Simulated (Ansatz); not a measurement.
`BNC` + `[AlH2][SH]` → `B[S][AlH2]` + CH₃NH₂ at 500 K and 1 bar (ligand exchange at a B–N bond).

Isolated molecules relaxed with PBE0-D4/def2-TZVP in Ansatz; ΔE leaves out vibrations. CBS: MP2 limit from def2 TZ/QZ plus the TZ coupled-cluster correction, frozen cores. This one scheme is used for every species.

```tsv
species	CCSD(T)/CBS energy (Eh)	H − E (kJ/mol)	S (J/(mol·K))
`BNC`	-121.18426	231.8	309.7
`[AlH2][SH]`	-641.61836	86.7	303.7
`B[S][AlH2]`	-667.02114	131.1	353.4
CH₃NH₂	-95.75281	191.8	270.3
```

H − E and S are ideal-gas, rigid-rotor, harmonic terms from PBE0-D4/def2-TZVP. 1 Eh = 2625.50 kJ/mol, R = 8.31446 J/(mol·K).

Question: By hand: ΔE, ΔH, ΔS and ΔG.

Answer: ΔE = (-667.02114) + (-95.75281) − (-121.18426) − (-641.61836) = 0.02867 Eh = 75.3 kJ/mol. Δ(H − E) = 131.1 + 191.8 − 231.8 − 86.7 = 4.4, so ΔH = 79.7 kJ/mol. ΔS = 353.4 + 270.3 − 309.7 − 303.7 = 10.3 J/(mol·K). ΔG = 79.7 − 500 × (10.3)/1000 = 74.5 kJ/mol.

Question: By hand: the equilibrium constant, and the temperature at which ΔG would vanish if ΔH and ΔS stayed fixed.

Answer: log₁₀ K = −ΔG/(RT ln 10) = -7.8. ΔG = 0 at ΔH/ΔS = 7738 K, far beyond where these terms or the molecules hold.

The number of gas molecules stays the same, so ΔS is small and ΔH decides. A doubt of 5 kJ/mol in ΔE shifts log₁₀ K by 0.5 here. These are equilibria of isolated gas molecules and say nothing of rates. Largest T1 diagnostic: 0.014 (customary marks: 0.02 for closed shells, 0.045 for open ones).
